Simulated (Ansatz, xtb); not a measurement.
# Relative energy of two isomers of C2H8N2

Structure I is `NCCN`, a singlet and structure II is `CN(C)N`, a singlet. Both are isolated molecules in the gas phase, relaxed with PBE0-D3(BJ)/def2-SVP; the shapes shown needn't be the lowest conformers.

I (Å):

```xyz
12

C     0.7193   -0.4830    0.4861
C    -0.7523   -0.2776    0.8405
N     1.3001   -1.4892    1.3567
N    -1.5639   -1.4738    0.7904
H     2.2191   -1.7757    1.0297
H     1.4306   -1.1135    2.2948
H     1.2426    0.4977    0.5004
H     0.7827   -0.8529   -0.5527
H    -0.8088    0.1448    1.8621
H    -1.1852    0.4918    0.1793
H    -1.0410   -2.2128    1.2630
H    -1.6480   -1.7845   -0.1769
```

II (Å):

```xyz
12

C    -0.6785   -0.0723    0.6463
C    -0.3162    2.0105   -0.4453
N     0.2852    0.9498    0.3234
N     1.3123    0.3437   -0.4920
H    -1.1074   -0.5612   -0.2553
H    -1.4933    0.3705    1.2371
H    -0.2070   -0.8531    1.2654
H    -1.1290    2.4661    0.1383
H    -0.7204    1.6612   -1.4202
H     0.4280    2.7982   -0.6477
H     1.7776   -0.3280    0.1233
H     2.0197    1.0726   -0.6129
```

Quicker runs give these differences E(II) − E(I): GFN2-xTB +10.4 kcal/mol; HF/STO-3G +10.4 kcal/mol (at GFN2-xTB geometries); r2SCAN-D4/def2-SVP +25.9 kcal/mol (at GFN2-xTB geometries).

**Question.** Estimate E(II) − E(I) at the level CCSD(T)/def2-SVP + ΔMP2/def2-TZVPP.

**Answer.** Calculated at CCSD(T)/def2-SVP + ΔMP2/def2-TZVPP: E(II) − E(I) = +27.0 kcal/mol, so structure I lies lower.

The same difference at several levels:

| level | geometry | E(II) − E(I) (kcal/mol) | departure from the last row (kcal/mol) | job, with rough time for the two |
| --- | --- | --- | --- | --- |
| GFN2-xTB | GFN2-xTB | +10.4 | −16.6 | optimisation, 0.084 s |
| HF/STO-3G | GFN2-xTB | +10.4 | −16.6 | single point, 0.16 s |
| r2SCAN-D4/def2-SVP | GFN2-xTB | +25.9 | −1.1 | single point, 2 s |
| PBE0-D3(BJ)/def2-SVP | PBE0-D3(BJ)/def2-SVP | +26.7 | −0.2 | optimisation, 11 s |
| HF/def2-SVP | PBE0-D3(BJ)/def2-SVP | +28.3 | +1.3 | part of the CCSD(T) run |
| MP2/def2-SVP | PBE0-D3(BJ)/def2-SVP | +27.5 | +0.5 | part of the CCSD(T) run |
| CCSD(T)/def2-SVP | PBE0-D3(BJ)/def2-SVP | +26.0 | −1.0 | single point |
| CCSD(T)/def2-SVP + ΔMP2/def2-TZVPP | PBE0-D3(BJ)/def2-SVP | +27.0 |  | single point, 11 s |

As drawn, II has 1 N–N, 2 C–H in place of 1 C–C, 2 N–H.

The levels shown agree on the order. The largest departure from CCSD(T)/def2-SVP + ΔMP2/def2-TZVPP is that of GFN2-xTB, 16.6 kcal/mol. The last row adds to CCSD(T) the change of the MP2 difference between the two basis sets, here +1.0 kcal/mol.

With harmonic frequencies from PBE0-D3(BJ)/def2-SVP (ideal gas, rigid rotor, one conformer each, 298.15 K, 1 atm): on the last row, ΔE + ΔZPE = +25.8, ΔH = +25.9, ΔG = +25.8 kcal/mol.

The correlated steps freeze 4 core orbitals. Mirror images aren't counted in ΔG. Programs: Ansatz 0.2.0, xtb 6.7.1; the last row on 4 threads of Arm Neoverse V1 on a shared host.
